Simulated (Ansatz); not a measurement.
Results of PBE+SOC in Ansatz (plane waves, PAW) for rutile PbO₂.

Settings: plane-wave cutoff 520 eV, 12×12×16 k mesh (along the axes of the cell as run), Fermi–Dirac smearing 0.05 eV, PAW data made under PBE.

The volume scan:

```csv
V (Å³/atom),E − E_lowest (meV/atom),P (GPa)
14.188,8.69,4.94
14.484,2.07,2.30
14.780,0.00,0.00
15.075,1.88,-1.98
15.371,7.14,-3.68
```

Problem. What bulk modulus B0 and pressure derivative B′ does a third-order Birch–Murnaghan fit give?

Solution. V0 = 14.780 Å³/atom, B0 = 107 GPa, B′ = 6.4 (fit to the energies at full precision).

Shape and atoms are relaxed at each volume.

Note: the bulk modulus comes from volumes at which shape and atoms were relaxed.

The computed numbers hold no vibrational or temperature effects.

Ansatz is a first-principles code.
